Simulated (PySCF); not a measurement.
F2, SMILES FF. Atoms are numbered in the order given.

```xyz
2

F      0.0000     0.0000    -0.6991
F      0.0000     0.0000     0.6991
```

Coordinates come from a r2SCAN-D4/def2-TZVPD optimisation.

All values below come from PBE/def2-TZVPD (PySCF).

The molecule is in vacuum.

Computed frontier levels, gap, dipole moment and polarisability:
The highest occupied level is -9.40 eV and the lowest empty level comes out as -5.59 eV. The orbital gap comes out as 3.81 eV. The dipole moment comes out as 0.00 D and the quadrupole, principal values (traceless, Buckingham form, about the centre of nuclear charge) comes out as -0.45, -0.45, 0.90 D·Å. The mean static polarisability comes out as 8.7 bohr³ (1.30 Å³) and the polarisability, principal values is 6.9, 6.9, 12.4 bohr³.
